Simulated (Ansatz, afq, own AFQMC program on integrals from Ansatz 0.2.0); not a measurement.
# NH₃S (triplet): quantum Monte Carlo beside coupled cluster at distance N1–H4 along a hydrogen transfer = 1.255 Å, cc-pVTZ

Aim: compute NH₃S (triplet) with auxiliary-field quantum Monte Carlo on the same integrals as coupled cluster, and set the energies side by side.

Program: Ansatz 0.2.0, Gaussian basis, and an in-house AFQMC program (afq) on its integrals; all values are calculated. Level of theory: cc-pVTZ, frozen cores. These are calculated values, not measurements.

To be run: PBE (unrestricted); CCSD(T) on UHF; r2SCAN (unrestricted); PBE0 (unrestricted); B3LYP (unrestricted); wB97M-V (unrestricted); B2PLYP (unrestricted); Phaseless AFQMC, CISD trial on UHF; Phaseless AFQMC, single-determinant trial on UHF.

**1. The geometry**

The geometry derives from fragments relaxed apart (PBE0/def2-TZVP) and kept rigid, so it is no stationary point. A hydrogen atom is moved between rigid fragments.

5 atoms, charge 0, spin multiplicity 3.

Atoms are counted from 1 here; the program's logs count them from 0.

Bond lengths: N1–H2 1.012 Å, N1–H3 1.012 Å, N1–H4 1.255 Å, H4–S5 1.477 Å. Angles: H2–N1–H3 107.1°, H2–N1–H4 107.1°, H3–N1–H4 107.1°, N1–H4–S5 180.0°.

**2. PBE (unrestricted)**

in.yaml

```yaml
crystal:
  periodic: [false, false, false]
  atoms:
    - {symbol: N, position_ang: [-1.797868, -0.011611, -0.018072]}
    - {symbol: H, position_ang: [-2.095148, 0.956222, -0.018071]}
    - {symbol: H, position_ang: [-2.095147, -0.413910, 0.862188]}
    - {symbol: H, position_ang: [-0.542868, -0.011611, -0.018072]}
    - {symbol: S, position_ang: [0.934132, -0.011610, -0.018072]}
basis:
  gaussian: {orbitals: cc-pVTZ}
magnetization: {spin_polarized: true, initial_magnetization: 2}
hamiltonian: {xc: {name: PBE}}
output: {orbitals: {seedname: orbitals}}
```

Command:

```console
ansatz run in.yaml --threads 1 --pin off --events-out ev --progress --plain --max-ram 5632MiB --backend cpu
```

The log of the run:

```text
Functional definition: PBE
  name "PBE"
  cite "Perdew, Burke & Ernzerhof, Phys. Rev. Lett. 77, 3865 (1996) doi:10.1103/PhysRevLett.77.3865"
  parent pbe
  parameter kappa = 0.804
  parameter beta = 0.06672455060314922
  exchange = pbe_x(kappa = kappa, mu = beta*pi^2/3)
  correlation = pbe_c(beta = beta)
623 factors; their error is unknown
mean field evaluation 1: about -12352.6961 eV, gradient 5.4e1 eV
mean field evaluation 2: about -12247.4818 eV, gradient 1.2e2 eV
mean field evaluation 4: about -12350.2311 eV, gradient 4.4e1 eV
mean field evaluation 8: about -12365.6763 eV, gradient 9.8e-1 eV
mean field evaluation 16: about -12365.6628 eV, gradient 3.1e-3 eV
mean field evaluation 32: about -12365.5886 eV, gradient 2.0e0 eV
mean field evaluation 64: about -12365.3194 eV, gradient 6.3e0 eV
mean field evaluation 96: about -12365.3194 eV, gradient 6.3e0 eV
mean field -12365.66280129 eV, -454.4297262002 hartree, gradient 2.0e-6 eV, S^2 2.005953; 8 other end points of the search recorded, 0 dependent functions left out
reference -12365.66282868 eV, -454.4297272066 hartree; 14, 12 occupied and 92, 94 virtual orbitals, 623 factors
Total energy: -12365.66282868 eV, -454.4297272066 hartree
```

Run time: 9.5 s. Hardware: 1 thread of AMD EPYC 7R13 (Zen 3), shared host; peak memory 2 GiB.

From the report: ⟨S²⟩ of the determinant 2.006 (pure triplet: 2.00).

**3. CCSD(T) on UHF**

Changes to in.yaml since step 2:

```diff
@@ -11,3 +11,2 @@
 magnetization: {spin_polarized: true, initial_magnetization: 2}
-hamiltonian: {xc: {name: PBE}}
-output: {orbitals: {seedname: orbitals}}
+correlation: {method: ccsd_t, electrons: outside_noble_gas, hamiltonian_folder: ham}
```

Command:

```console
ansatz run in.yaml --threads 1 --pin off --events-out ev --progress --plain --max-ram 16896MiB --backend cuda --devices 0, --max-vram 18GiB
```

The log of the run (excerpt; [...] marks lines left out):

```text
Functional definition: HF
  name "HF"
  cite "Fock, Z. Phys. 61, 126 (1930) doi:10.1007/BF01340294"
  parent pbe
[...]
605 factors; integrals over basis functions are off by at most 1.4e-3 eV
[...]
mean field -12344.84306259 eV, -453.6646149152 hartree, gradient 1.3e-6 eV, S^2 2.053518; 13 other end points of the search recorded, 0 dependent functions left out
determinant -12344.84306259 eV, -453.6646149152 hartree, with singles and doubles -12355.86537286 eV, -454.0696773464 hartree
determinant -12344.79981502 eV, -453.6630255963 hartree, with singles and doubles -12355.81485615 eV, -454.0678208912 hartree
determinant -12343.68470463 eV, -453.6220460451 hartree, with singles and doubles -12354.78779763 eV, -454.0300771871 hartree
determinant -12342.43555061 eV, -453.5761404817 hartree, with singles and doubles -12353.12545414 eV, -453.9689871904 hartree
determinant -12344.84306259 eV, -453.6646149152 hartree, with singles and doubles -12355.78486076 eV, -454.0667185811 hartree
determinant -12344.79981502 eV, -453.6630255963 hartree, with singles and doubles -12355.73404586 eV, -454.0648511679 hartree
6 core orbitals not correlated: weight in the atoms' cores, before any rotation towards them, 1.000 or more for the frozen orbitals, at most 0.000 for the correlated occupied ones
reference -12344.84306259 eV, -453.6646149152 hartree; 8, 6 occupied and 92, 94 virtual orbitals, 605 factors
second order -9.92169980 eV of doubles, -0.00000000 eV of singles
cycle   1  -10.94179702 eV  change    1.1e-6 eV  update   2.4e-6
perturbative correction -0.43045817 eV, -0.0158190460 hartree
Total energy: -12356.21531778 eV, -454.0825375850 hartree
```

Run time: 13 s. Hardware: 1 × NVIDIA H100 80GB HBM3 with 1 thread of AMD EPYC 7R13 (Zen 3), shared host; peak host memory 2 GiB.

From the report: ⟨S²⟩ of the determinant 2.054 (pure triplet: 2.00); correlation -11.3723 eV; T1 0.022; largest double amplitude 0.04.

This run also writes the integrals to the folder ham.

**4. r2SCAN (unrestricted)**

Changes to in.yaml since step 3:

```diff
@@ -11,2 +11,2 @@
 magnetization: {spin_polarized: true, initial_magnetization: 2}
-correlation: {method: ccsd_t, electrons: outside_noble_gas, hamiltonian_folder: ham}
+hamiltonian: {xc: {name: r2SCAN}}
```

Command:

```console
ansatz run in.yaml --threads 1 --pin off --events-out ev --progress --plain --max-ram 5632MiB --backend cpu
```

The log of the run (excerpt; [...] marks lines left out):

```text
Functional definition: r2SCAN
  name "r2SCAN"
  cite "Furness, Kaplan, Ning, Perdew & Sun, J. Phys. Chem. Lett. 11, 8208 (2020) doi:10.1021/acs.jpclett.0c02405"
  cite "Furness, Kaplan, Ning, Perdew & Sun, J. Phys. Chem. Lett. 11, 9248 (2020) doi:10.1021/acs.jpclett.0c03077"
  parent r2scan
[...]
623 factors; their error is unknown
[...]
mean field -12370.60444776 eV, -454.6113283584 hartree, gradient 3.7e-6 eV, S^2 2.012448; 7 other end points of the search recorded, 0 dependent functions left out
reference -12370.60445696 eV, -454.6113286965 hartree; 14, 12 occupied and 92, 94 virtual orbitals, 623 factors
Total energy: -12370.60445696 eV, -454.6113286965 hartree
```

Run time: 20 s. Hardware: 1 thread of AMD EPYC 7R13 (Zen 3), shared host; peak memory 2 GiB.

From the report: ⟨S²⟩ of the determinant 2.012 (pure triplet: 2.00).

**5. PBE0 (unrestricted)**

Changes to in.yaml since step 4:

```diff
@@ -11,2 +11,3 @@
 magnetization: {spin_polarized: true, initial_magnetization: 2}
-hamiltonian: {xc: {name: r2SCAN}}
+hamiltonian: {xc: {name: PBE0}}
+output: {orbitals: {seedname: orbitals}}
```

The command is unchanged.

The log of the run:

```text
Functional definition: PBE0
  name "PBE0"
  cite "Adamo & Barone, J. Chem. Phys. 110, 6158 (1999) doi:10.1063/1.478522"
  cite "Perdew, Burke & Ernzerhof, Phys. Rev. Lett. 77, 3865 (1996) doi:10.1103/PhysRevLett.77.3865"
  parent pbe
  parameter a = 0.25
  parameter kappa = 0.804
  parameter beta = 0.06672455060314922
  exchange = (1 - a)*pbe_x(kappa = kappa, mu = beta*pi^2/3) + a*exact_x
  correlation = pbe_c(beta = beta)
642 factors; their error is unknown
mean field evaluation 1: about -12357.0172 eV, gradient 4.5e1 eV
mean field evaluation 2: about -12310.0484 eV, gradient 9.1e1 eV
mean field evaluation 4: about -12364.7941 eV, gradient 1.5e1 eV
mean field evaluation 8: about -12366.4251 eV, gradient 1.1e0 eV
mean field evaluation 16: about -12366.4826 eV, gradient 6.0e-3 eV
mean field evaluation 32: about -12366.4957 eV, gradient 2.3e0 eV
mean field -12366.53181028 eV, -454.4616616913 hartree, gradient 2.9e-6 eV, S^2 2.012438; 4 other end points of the search recorded, 0 dependent functions left out
reference -12366.53183163 eV, -454.4616624760 hartree; 14, 12 occupied and 92, 94 virtual orbitals, 642 factors
Total energy: -12366.53183163 eV, -454.4616624760 hartree
```

Wall time 8 s (1 thread of AMD EPYC 7R13 (Zen 3), shared host); peak memory 2 GiB.

From the report: ⟨S²⟩ of the determinant 2.012 (pure triplet: 2.00).

**6. B3LYP (unrestricted)**

Changes to in.yaml since step 5:

```diff
@@ -11,3 +11,2 @@
 magnetization: {spin_polarized: true, initial_magnetization: 2}
-hamiltonian: {xc: {name: PBE0}}
-output: {orbitals: {seedname: orbitals}}
+hamiltonian: {xc: {name: B3LYP}}
```

Same command.

The log of the run (excerpt; [...] marks lines left out):

```text
Functional definition: B3LYP
  name "B3LYP"
  cite "Stephens, Devlin, Chabalowski & Frisch, J. Phys. Chem. 98, 11623 (1994) doi:10.1021/j100096a001"
  cite "Becke, Phys. Rev. A 38, 3098 (1988) doi:10.1103/PhysRevA.38.3098"
  cite "Lee, Yang & Parr, Phys. Rev. B 37, 785 (1988) doi:10.1103/PhysRevB.37.785"
  cite "Vosko, Wilk & Nusair, Can. J. Phys. 58, 1200 (1980) doi:10.1139/p80-159"
[...]
639 factors; their error is unknown
[...]
mean field -12372.78974988 eV, -454.6916367301 hartree, gradient 7.0e-6 eV, S^2 2.009758; 3 other end points of the search recorded, 0 dependent functions left out
reference -12372.78993817 eV, -454.6916436495 hartree; 14, 12 occupied and 92, 94 virtual orbitals, 639 factors
Total energy: -12372.78993817 eV, -454.6916436495 hartree
```

Run time: 8 s. Hardware: 1 thread of AMD EPYC 7R13 (Zen 3), shared host; peak memory 2 GiB.

From the report: ⟨S²⟩ of the determinant 2.010 (pure triplet: 2.00).

**7. wB97M-V (unrestricted)**

Changes to in.yaml since step 6:

```diff
@@ -11,2 +11,3 @@
 magnetization: {spin_polarized: true, initial_magnetization: 2}
-hamiltonian: {xc: {name: B3LYP}}
+hamiltonian: {xc: {name: wB97M-V}}
+output: {orbitals: {seedname: orbitals}}
```

Launched as before.

The log of the run (excerpt; [...] marks lines left out):

```text
Functional definition: wB97M-V
  name "wB97M-V"
  cite "Mardirossian & Head-Gordon, J. Chem. Phys. 144, 214110 (2016) doi:10.1063/1.4952647"
  cite "Becke, J. Chem. Phys. 107, 8554 (1997) doi:10.1063/1.475007"
  cite "Vydrov & Van Voorhis, J. Chem. Phys. 133, 244103 (2010) doi:10.1063/1.3521275"
  # Of w^i u^j: cxij and so on, Table III.
[...]
  gx(w, u) = 1 - cx + cx01*u + cx10*w
  gss(w, u) = css00 + css04*u^4 + css10*w + css20*w^2 + css43*w^4*u^3
  gos(w, u) = cos00 + cos10*w + (cos20 + cos21*u)*w^2 + (cos60 + cos61*u)*w^6
[...]
      + integral(e_c_pw_mod_opposite_spin*gos(b97_w_opposite, b97_u_opposite)) + vv10(b, c)
630 factors; their error is unknown
134 factors; integrals over basis functions are off by at most 2.8e-5 eV
[...]
mean field -12370.48083474 eV, -454.6067856637 hartree, gradient 4.6e-6 eV, S^2 2.010940; 4 other end points of the search recorded, 0 dependent functions left out
reference -12370.48086723 eV, -454.6067868577 hartree; 14, 12 occupied and 92, 94 virtual orbitals, 630 factors
Total energy: -12370.48086723 eV, -454.6067868577 hartree
```

Wall time 29 s (1 thread of AMD EPYC 7R13 (Zen 3), shared host); peak memory 2 GiB.

From the report: ⟨S²⟩ of the determinant 2.011 (pure triplet: 2.00).

**8. B2PLYP (unrestricted)**

Changes to in.yaml since step 7:

```diff
@@ -11,3 +11,3 @@
 magnetization: {spin_polarized: true, initial_magnetization: 2}
-hamiltonian: {xc: {name: wB97M-V}}
-output: {orbitals: {seedname: orbitals}}
+hamiltonian: {xc: {name: B2PLYP}}
+correlation: {electrons: outside_noble_gas}
```

Launched as before.

The log of the run (excerpt; [...] marks lines left out):

```text
Functional definition: B2PLYP
  name "B2PLYP"
  cite "Grimme, J. Chem. Phys. 124, 034108 (2006) doi:10.1063/1.2148954"
  cite "Becke, Phys. Rev. A 38, 3098 (1988) doi:10.1103/PhysRevA.38.3098"
  cite "Lee, Yang & Parr, Phys. Rev. B 37, 785 (1988) doi:10.1103/PhysRevB.37.785"
[...]
605 factors; integrals over basis functions are off by at most 1.4e-3 eV
[...]
mean field -12364.05514409 eV, -454.3706458876 hartree, gradient 8.8e-7 eV, S^2 2.023290; 7 other end points of the search recorded, 0 dependent functions left out
6 core orbitals not correlated: weight in the atoms' cores, before any rotation towards them, 1.000 or more for the frozen orbitals, at most 0.000 for the correlated occupied ones
reference -12364.05526617 eV, -454.3706503742 hartree; 8, 6 occupied and 92, 94 virtual orbitals, 605 factors
second order -12.27848218 eV of doubles, -0.00000000 eV of singles
Total energy: -12367.37045636 eV, -454.4924813665 hartree
```

It took 14 s on 1 thread of AMD EPYC 7R13 (Zen 3), shared host; peak memory 2 GiB.

From the report: ⟨S²⟩ of the determinant 2.023 (pure triplet: 2.00).

**9. Phaseless AFQMC, CISD trial on UHF**

It reads the integrals that the CCSD(T) run on this determinant wrote.

Command:

```console
afq ham --method phaseless --trial cisd --walkers 900 --populations 20 --least-time 60 --time-step 0.005 --steps-per-block 50 --equilibration-blocks 28 --max-blocks 4000 --target-error 0.00022 --factor-cut 1e-05 --start spin_pure --seed 699 --release-times 0.24,0.51,0.99,1.62,2.4 --release-step 0.03 --release-every 3 --taylor-order 6
```

The log of the run:

```text
orbitals 100  electrons 8 6  factors 599 of 605
reference energy -453.66461492 Eh
CCSD correlation -0.40210352 Eh in 15 cycles, weight of the determinant in the CISD state 0.8513
energy of the start -454.063233 Eh
 block  time / (1/Eh)  mean weight  energy / Eh
     1     0.250  0.9995  -454.059622
     2     0.500  0.9998  -454.066401
     3     0.750  0.9996  -454.072997
     4     1.000  1.0009  -454.078314
     5     1.250  0.9995  -454.081050
     6     1.500  0.9993  -454.083497
     7     1.750  1.0005  -454.081633
     8     2.000  0.9981  -454.085425
     9     2.250  0.9993  -454.084144
    10     2.500  0.9995  -454.085782
    13     3.250  0.9997  -454.081714
    17     4.250  1.0000  -454.084728
    21     5.250  0.9993  -454.082124
    25     6.250  0.9995  -454.080848
    29     7.250  0.9994  -454.081922
    33     8.250  1.0001  -454.086384
    37     9.250  1.0010  -454.085890
    41    10.250  1.0007  -454.082222
    45    11.250  0.9984  -454.083264
    49    12.250  1.0002  -454.082566
    53    13.250  1.0003  -454.081486
    57    14.250  1.0007  -454.081319
    61    15.250  1.0009  -454.085411
    65    16.250  0.9993  -454.083582
    69    17.250  0.9990  -454.083671
    73    18.250  0.9996  -454.080730
    77    19.250  1.0011  -454.082314
    81    20.250  1.0009  -454.087101
    85    21.250  1.0005  -454.083159
    89    22.250  0.9998  -454.084758
    93    23.250  1.0002  -454.085233
    97    24.250  0.9992  -454.080823
   101    25.250  0.9995  -454.081961
   105    26.250  1.0007  -454.085596
   109    27.250  1.0010  -454.087587
   113    28.250  0.9987  -454.081759
   117    29.250  1.0004  -454.083049
   121    30.250  1.0006  -454.082946
   125    31.250  0.9990  -454.080730
   129    32.250  1.0009  -454.081204
   133    33.250  1.0003  -454.084745
   137    34.250  0.9995  -454.082082
   141    35.250  1.0016  -454.082194
   145    36.250  0.9995  -454.085346
   149    37.250  1.0006  -454.082445
   153    38.250  0.9996  -454.081085
   157    39.250  1.0001  -454.079209
   161    40.250  0.9999  -454.084530
   165    41.250  0.9995  -454.082729
   169    42.250  0.9988  -454.082172
   173    43.250  1.0000  -454.083739
   177    44.250  1.0011  -454.081157
   181    45.250  0.9982  -454.081596
   185    46.250  0.9994  -454.084562
error from the spread of 20 populations
released: time / (1/Eh)  energy / Eh  error  mean overlap
  0.24  -454.083968  0.000222  0.9927
  0.51  -454.084302  0.000201  0.9910
  0.99  -454.084367  0.000259  0.9839
  1.62  -454.085037  0.000485  0.9679
  2.40  -454.086171  0.000583  0.9449
energy -454.083121 +/- 0.000256 Eh
```

Wall time 4 min (1 × NVIDIA H100 80GB HBM3 with 2 threads of AMD EPYC 7R13 (Zen 3), shared host); peak host memory 2 GiB.

Energy -12356.2312 ± 0.0070 eV. Caveats: constraint bias not in the error.

**10. Phaseless AFQMC, single-determinant trial on UHF**

It reads the integrals that the CCSD(T) run on this determinant wrote.

Command:

```console
afq ham --method phaseless --trial hf --walkers 900 --populations 10 --least-time 40 --time-step 0.005 --steps-per-block 20 --equilibration-blocks 112 --max-blocks 4000 --target-error 0.0011 --factor-cut 1e-05 --start spin_pure --seed 1112 --taylor-order 6
```

The log of the run:

```text
orbitals 100  electrons 8 6  factors 599 of 605
reference energy -453.66461492 Eh
CCSD correlation -0.40210352 Eh in 15 cycles, weight of the determinant in the CISD state 0.8513
energy of the start -453.665935 Eh
 block  time / (1/Eh)  mean weight  energy / Eh
     1     0.100  1.0030  -453.782849
     2     0.200  1.0035  -453.854052
     3     0.300  1.0032  -453.911235
     4     0.400  1.0029  -453.947105
     5     0.500  1.0035  -453.978374
     6     0.600  1.0014  -453.996461
     7     0.700  1.0024  -454.004753
     8     0.800  1.0002  -454.024116
     9     0.900  1.0010  -454.037068
    10     1.000  1.0010  -454.041613
    19     1.900  1.0000  -454.086405
    28     2.800  0.9991  -454.080319
    37     3.700  0.9992  -454.079856
    46     4.600  0.9997  -454.084806
    55     5.500  1.0005  -454.089196
    64     6.400  0.9989  -454.087151
    73     7.300  1.0001  -454.085462
    82     8.200  1.0002  -454.089472
    91     9.100  0.9997  -454.091893
   100    10.000  1.0007  -454.083529
   109    10.900  0.9995  -454.088152
   118    11.800  1.0010  -454.072132
   127    12.700  1.0003  -454.090140
   136    13.600  0.9999  -454.086684
   145    14.500  1.0005  -454.070533
   154    15.400  0.9992  -454.086625
   163    16.300  1.0003  -454.082234
   172    17.200  1.0007  -454.073907
   181    18.100  1.0008  -454.081358
   190    19.000  0.9999  -454.085900
   199    19.900  0.9999  -454.078624
   208    20.800  1.0004  -454.085985
   217    21.700  0.9993  -454.079261
   226    22.600  1.0004  -454.072133
   235    23.500  0.9988  -454.077308
   244    24.400  1.0003  -454.069697
   253    25.300  1.0004  -454.081005
   262    26.200  1.0006  -454.068687
   271    27.100  0.9995  -454.066766
   280    28.000  0.9990  -454.066197
   289    28.900  1.0004  -454.084335
   298    29.800  0.9988  -454.074079
   307    30.700  1.0001  -454.069038
   316    31.600  1.0007  -454.068718
   325    32.500  1.0008  -454.097901
   334    33.400  1.0015  -454.074638
   343    34.300  1.0003  -454.081618
   352    35.200  1.0004  -454.095426
   361    36.100  1.0002  -454.099835
   370    37.000  1.0006  -454.086336
   379    37.900  1.0001  -454.090633
error from the spread of 10 populations
energy -454.079701 +/- 0.001285 Eh
```

Wall time 94 s (1 × NVIDIA H100 80GB HBM3 with 2 threads of AMD EPYC 7R13 (Zen 3), shared host); peak host memory 2 GiB.

Energy -12356.1381 ± 0.0350 eV. Caveats: constraint bias not in the error.

**11. All levels side by side**

On the UHF determinant, counted from CCSD(T) (a yardstick, not exact):

```tsv
level	energy (eV)	from CCSD(T) (meV)	statistical error (meV)	time
HF	-12344.8431	+11372.3		
MP2	-12354.7648	+1450.6		
CCSD	-12355.7849	+430.5		
CCSD(T)	-12356.2153	0.0		
Phaseless AFQMC, CISD trial, step 0.005, 900 walkers	-12356.2312	-15.9	7.0	4 min
Phaseless AFQMC, single-determinant trial, step 0.005, 900 walkers	-12356.1381	+77.2	35.0	94 s
```

The functionals' totals stand on their own zeros and serve differences with other points: PBE -12365.663 eV; r2SCAN -12370.604 eV; PBE0 -12366.532 eV; B3LYP -12372.790 eV; wB97M-V -12370.481 eV; B2PLYP -12367.370 eV.

**12. Summary of results**

| quantity | value |
| --- | --- |
| Phaseless AFQMC, CISD trial on UHF from CCSD(T) | -15.9 ± 7.0 meV |
| Phaseless AFQMC, single-determinant trial on UHF from CCSD(T) | +77.2 ± 35.0 meV |

What this shows: On UHF the phaseless walk with the CISD trial lies -15.9 meV from CCSD(T), within three error bars. Error bars are statistical and leave out the constraint, the time step and what remains of the start.
